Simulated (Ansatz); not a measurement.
in.yaml

```yaml
crystal:
  periodic: [false, false, false]
  atoms:
    - {symbol: B, position_ang: [-1.437106, 0.000000, 0.000000]}
    - {symbol: H, position_ang: [-2.033839, 1.033571, 0.000000]}
    - {symbol: H, position_ang: [-2.033839, -1.033571, 0.000000]}
    - {symbol: H, position_ang: [0.097894, 0.000000, 0.000000]}
    - {symbol: N, position_ang: [1.394894, 0.000000, 0.000000]}
basis:
  gaussian: {orbitals: cc-pVDZ, fitting: {mean_field: def2-universal-jkfit}}
magnetization: {spin_polarized: false, initial_magnetization: 3}
correlation: {active_space: {window: {electrons: 5, orbitals: 5}}}
```

```sh
$ ansatz run in.yaml --threads 1 --pin off --events-out ev --progress --plain --max-ram 2393MiB
```

Output:

```
206 factors; integrals over basis functions are off by at most 2.7e-1 eV
mean field evaluation 1: about -2194.6059 eV, gradient 1.1e1 eV
mean field evaluation 2: about -2195.5668 eV, gradient 4.0e0 eV
mean field evaluation 4: about -2195.7281 eV, gradient 9.5e-1 eV
mean field evaluation 8: about -2195.7849 eV, gradient 2.0e-3 eV
mean field evaluation 16: about -2193.4787 eV, gradient 1.3e0 eV
mean field -2195.78487733 eV, -80.6936058855 hartree, gradient 1.6e-6 eV, S^2 3.750000; 3 other end points of the search recorded, 0 dependent functions left out
reference -2195.78487733 eV, -80.6936058855 hartree; 9, 6 occupied and 34, 37 virtual orbitals, 206 factors
state -2196.63674524 eV, -80.7249114536 hartree
Total energy: -2196.63674524 eV, -80.7249114536 hartree
```

Ran on 1 thread of Arm Neoverse V1, shared host: 0.39 s wall, 0.16 GiB peak host memory.
